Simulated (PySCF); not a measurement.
PySCF input for Na₂, SMILES [Na][Na], TDA-PBE/def2-TZVPD. Coordinates come from a PBE-D3(BJ)/def2-TZVPD optimisation.

```python
import numpy as np
from pyscf import gto, scf, dft, tdscf

mol = gto.M(
    atom='''
    Na    0.00000000    0.00000000   -1.54714653
    Na    0.00000000    0.00000000    1.54714653
    ''',
    basis='def2-TZVPD',
    charge=0,
    spin=0,
    symmetry=True,
    symmetry_subgroup='D2h',
    max_memory=1600,
    verbose=4,
)
mf = dft.RKS(mol, xc='pbe').density_fit(auxbasis='def2-universal-jkfit')
mf.grids.level = 3
mf.conv_tol = 1e-9
mf.max_cycle = 100
mf.kernel()
mf.grids = dft.Grids(mol).set(level=1).build(with_non0tab=True)  # coarser grid for the response kernel
td = tdscf.TDA(mf)
td.singlet = True
td.nstates = 10
td.conv_tol = 1e-4
td.positive_eig_threshold = 1e-6
td.kernel(x0=td.get_init_guess(mf, 15))
td.analyze()
tt = tdscf.TDA(mf)
tt.singlet = False
tt.nstates = 4
tt.conv_tol = 1e-4
tt.positive_eig_threshold = 1e-6
tt.kernel(x0=tt.get_init_guess(mf, 9))
tt.analyze(verbose=3)
```

Program output:

```
PySCF version 2.14.0

[INPUT] verbose = 4
[INPUT] num. atoms = 2
[INPUT] num. electrons = 22
[INPUT] charge = 0
[INPUT] spin (= nelec alpha-beta = 2S) = 0
[INPUT] symmetry True subgroup D2h
[INPUT] Mole.unit = angstrom
[INPUT] Symbol           X                Y                Z      unit          X                Y                Z       unit  Magmom
[INPUT]  1 Na     0.000000000000   0.000000000000  -1.547146530000 AA    0.000000000000   0.000000000000  -2.923683216271 Bohr   0.0
[INPUT]  2 Na     0.000000000000   0.000000000000   1.547146530000 AA    0.000000000000   0.000000000000   2.923683216271 Bohr   0.0

nuclear repulsion = 20.6930763440099
point group symmetry = Dooh, use subgroup D2h
symmetry origin: [0. 0. 0.]
symmetry axis x: [1. 0. 0.]
symmetry axis y: [0. 1. 0.]
symmetry axis z: [0. 0. 1.]
num. orbitals of irrep Ag = 16
num. orbitals of irrep B1g = 3
num. orbitals of irrep B2g = 8
num. orbitals of irrep B3g = 8
num. orbitals of irrep Au = 3
num. orbitals of irrep B1u = 16
num. orbitals of irrep B2u = 8
num. orbitals of irrep B3u = 8
number of shells = 26
number of NR pGTOs = 112
number of NR cGTOs = 70
basis = def2-TZVPD
ecp = {}


[settings echo left out]
init E= -324.330197213706
HOMO (Ag) = -0.136421840275176  LUMO (B1u) = -0.0772195486984044  gap/eV = 1.61098
cycle= 1 E= -324.34372490546  delta_E= -0.0135  |g|= 0.172  |ddm|= 1.05
HOMO (Ag) = -0.104134953589586  LUMO (B1u) = -0.0611995955476967  gap/eV = 1.16833
cycle= 2 E= -324.346097570842  delta_E= -0.00237  |g|= 0.141  |ddm|= 0.32
HOMO (Ag) = -0.114214116346544  LUMO (B1u) = -0.0656014020892925  gap/eV = 1.32282
cycle= 3 E= -324.349421373172  delta_E= -0.00332  |g|= 0.00391  |ddm|= 0.117
HOMO (Ag) = -0.115455683866303  LUMO (B1u) = -0.0662640701586259  gap/eV = 1.33857
cycle= 4 E= -324.349429174625  delta_E= -7.8e-06  |g|= 0.00193  |ddm|= 0.0122
HOMO (Ag) = -0.115263574691989  LUMO (B1u) = -0.0661835242688689  gap/eV = 1.33554
cycle= 5 E= -324.349430007769  delta_E= -8.33e-07  |g|= 0.000156  |ddm|= 0.00234
HOMO (Ag) = -0.115219103167385  LUMO (B1u) = -0.0661630309431978  gap/eV = 1.33488
cycle= 6 E= -324.349430022351  delta_E= -1.46e-08  |g|= 6.51e-06  |ddm|= 0.000505
HOMO (Ag) = -0.115221030255025  LUMO (B1u) = -0.0661649313260808  gap/eV = 1.33488
cycle= 7 E= -324.349430022376  delta_E= -2.49e-11  |g|= 5.31e-07  |ddm|= 1.4e-05
HOMO (Ag) = -0.115221189600066  LUMO (B1u) = -0.0661650814934394  gap/eV = 1.33488
Extra cycle  E= -324.349430022376  delta_E= -2.27e-13  |g|= 3.22e-07  |ddm|= 1.8e-06
converged SCF energy = -324.349430022376
tot grids = 12224
Overwritten attributes  positive_eig_threshold  of <class 'pyscf.tdscf.rks.TDA'>


******** <class 'pyscf.tdscf.rks.TDA'> for <class 'pyscf.df.df_jk.DFSymAdaptedRKS'> ********
nstates = 10 singlet
deg_eia_thresh = 1.000e-03
wfnsym = None
conv_tol = 0.0001
eigh lindep = 1e-12
eigh level_shift = 0
eigh max_cycle = 100


Excitation energies (eV)
[2.28926001 2.67510181 2.67510181 2.85545094 3.02846622 3.02846622
 3.53185349 3.88210329 3.88210329 3.91125961]

** Singlet excitation energies and oscillator strengths **
Excited State   1:  B1u      2.28926 eV    541.59 nm  f=0.9835
      11 -> 12        0.66386
      11 -> 18       -0.21126
      11 -> 26        0.11964
Excited State   2:  B2u      2.67510 eV    463.47 nm  f=0.6324
      11 -> 13       -0.67260
      11 -> 20       -0.20394
Excited State   3:  B3u      2.67510 eV    463.47 nm  f=0.6324
      11 -> 14       -0.67260
      11 -> 21       -0.20394
Excited State   4:   Ag      2.85545 eV    434.20 nm  f=0.0000
      11 -> 15        0.66502
      11 -> 19       -0.22761
Excited State   5:  B3g      3.02847 eV    409.40 nm  f=0.0000
      11 -> 17       -0.70649
Excited State   6:  B2g      3.02847 eV    409.40 nm  f=0.0000
      11 -> 16       -0.70649
Excited State   7:  B1u      3.53185 eV    351.05 nm  f=0.1581
      11 -> 12       -0.19293
      11 -> 18       -0.67057
      11 -> 26       -0.11249
Excited State   8:  B2u      3.88210 eV    319.37 nm  f=0.1998
      11 -> 13        0.19467
      11 -> 20       -0.67441
Excited State   9:  B3u      3.88210 eV    319.37 nm  f=0.1998
      11 -> 14        0.19467
      11 -> 21       -0.67441
Excited State  10:   Ag      3.91126 eV    316.99 nm  f=0.0000
      11 -> 15       -0.13116
      11 -> 19       -0.46490
      11 -> 22        0.51562

** Transition electric dipole moments (AU) **
state          X           Y           Z        Dip. S.      Osc.
  1         0.0000     -0.0000     -4.1876     17.5360      0.9835
  2         0.0000     -3.1064     -0.0000      9.6499      0.6324
  3        -3.1064     -0.0000      0.0000      9.6499      0.6324
  4        -0.0000     -0.0000      0.0000      0.0000      0.0000
  5         0.0000     -0.0000     -0.0000      0.0000      0.0000
  6        -0.0000      0.0000      0.0000      0.0000      0.0000
  7        -0.0000      0.0000      1.3517      1.8270      0.1581
  8        -0.0000      1.4493      0.0000      2.1004      0.1998
  9         1.4493      0.0000     -0.0000      2.1004      0.1998
 10         0.0000     -0.0000      0.0000      0.0000      0.0000

** Transition velocity dipole moments (imaginary part, AU) **
state          X           Y           Z        Dip. S.      Osc.
  1         0.0000     -0.0000     -0.1664      0.0277      0.2193
  2         0.0000     -0.1934      0.0000      0.0374      0.2536
  3        -0.1934     -0.0000      0.0000      0.0374      0.2536
  4        -0.0000     -0.0000      0.0000      0.0000      0.0000
  5         0.0000     -0.0000     -0.0000      0.0000      0.0000
  6        -0.0000      0.0000      0.0000      0.0000      0.0000
  7        -0.0000      0.0000      0.0480      0.0023      0.0118
  8        -0.0000      0.0817     -0.0000      0.0067      0.0312
  9         0.0817      0.0000     -0.0000      0.0067      0.0312
 10         0.0000     -0.0000      0.0000      0.0000      0.0000

** Transition magnetic dipole moments (imaginary part, AU) **
state          X           Y           Z
  1        -0.0000     -0.0000     -0.0000
  2         0.0000      0.0000      0.0000
  3         0.0000     -0.0000     -0.0000
  4         0.0000     -0.0000     -0.0000
  5         0.2308     -0.0000      0.0000
  6         0.0000     -0.2308      0.0000
  7         0.0000     -0.0000      0.0000
  8        -0.0000      0.0000     -0.0000
  9        -0.0000      0.0000     -0.0000
 10        -0.0000     -0.0000     -0.0000


******** <class 'pyscf.tdscf.rks.TDA'> for <class 'pyscf.df.df_jk.DFSymAdaptedRKS'> ********
nstates = 4 triplet
deg_eia_thresh = 1.000e-03
wfnsym = None
conv_tol = 0.0001
eigh lindep = 1e-12
eigh level_shift = 0
eigh max_cycle = 100


Excitation energies (eV)
[0.93246896 1.63455748 1.63455748 2.16783111]

** Triplet excitation energies and oscillator strengths **
Excited State   1:  B1u      0.93247 eV   1329.63 nm  f=0.0000
Excited State   2:  B2u      1.63456 eV    758.52 nm  f=0.0000
Excited State   3:  B3u      1.63456 eV    758.52 nm  f=0.0000
Excited State   4:   Ag      2.16783 eV    571.93 nm  f=0.0000
```

The run converged.

Cost: around 3 core-seconds (rough).
